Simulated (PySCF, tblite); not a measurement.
How well do the runs reproduce experiment for vinylidene fluoride?

**Measured values to compare with.**

NIST CCCBDB Release 22 (SRD 101), experimental dipoles lists, for the gas: dipole moment (microwave Stark effect) 1.389 D.

CRC Handbook of Chemistry and Physics lists, for the gas at 298.15 K: standard entropy 266.2 J/(mol K).

The runs below try to reproduce these values; the comparison stands at the end.

Vinylidene fluoride, C2H2F2.
SMILES with atom numbers: `[CH2:1]=[C:2]([F:3])[F:4]` (hydrogens: H5, H6 on C1)

Geometry (GFN2-xTB, Å), atoms numbered from 1 in this order:
```
atom  x, y, z in Å
C1    -0.719   -0.079   -0.106
C2     0.572    0.063    0.078
F3     1.232    1.212    0.032
F4     1.423   -0.920    0.339
H5    -1.335    0.774   -0.313
H6    -1.171   -1.049   -0.051
```

The PySCF runs (gas phase, on this GFN2-xTB geometry; no spin–orbit coupling):

```json
{"level": "PBE0/pcSseg-1", "job": "shieldings, charges and field gradients", "basis functions": "78", "wall time": "5.0 s"}
{"level": "B3LYP/def2-SVPD", "job": "8 singlets by full TDDFT, 3 Tamm–Dancoff triplets, polarisability", "basis functions": "102", "wall time": "3.8 s"}
{"level": "B3LYP/pcJ-1", "job": "spin–spin couplings from 6 perturbed nuclei", "basis functions": "128", "wall time": "9.8 s"}
```

Hardware: an x86-64 server with one thread, shared host.

GFN2-xTB wavenumbers (cm⁻¹, harmonic, unscaled, at the method's own geometry): 386, 474, 535, 714, 851, 917, 922, 1200, 1342, 1772, 3154, 3199. Point group C2v, symmetry number 2. Entropy at 298.15 K and 1 bar in J/(mol K): translation 160.7, rotation 93.7, vibration 13.0.

## Comparison

**Dipole moment.** Measured: 1.389 D (NIST CCCBDB Release 22 (SRD 101), experimental dipoles).

```tsv
level	computed (D)	computed − measured (D)	% (from the printed values)
PBE0/pcSseg-1	1.292	-0.097	-7
B3LYP/def2-SVPD	1.464	+0.075	+5
B3LYP/pcJ-1	1.320	-0.069	-5
```

Closest is B3LYP/pcJ-1 (-0.069 D), furthest PBE0/pcSseg-1 (-0.097 D); one molecule doesn't rank methods. The computed dipoles belong to one fixed geometry; measured ones are averaged over vibrations unless marked μe. Magnitudes are compared, not signs.

**Standard entropy at 298.15 K.** Measured: 266.2 J/(mol K) (298.15 K; CRC Handbook of Chemistry and Physics).

```csv
level,computed (J/(mol K)),computed − measured (J/(mol K)),% (from the printed values)
"GFN2-xTB, rigid rotor and harmonic oscillator",267.4,+1.2,0
```

Ideal gas at 1 bar, most abundant isotopes; table values of this kind come from calorimetry or from spectroscopic constants.

No measured geometry was used, and the causes of the misses weren't examined.
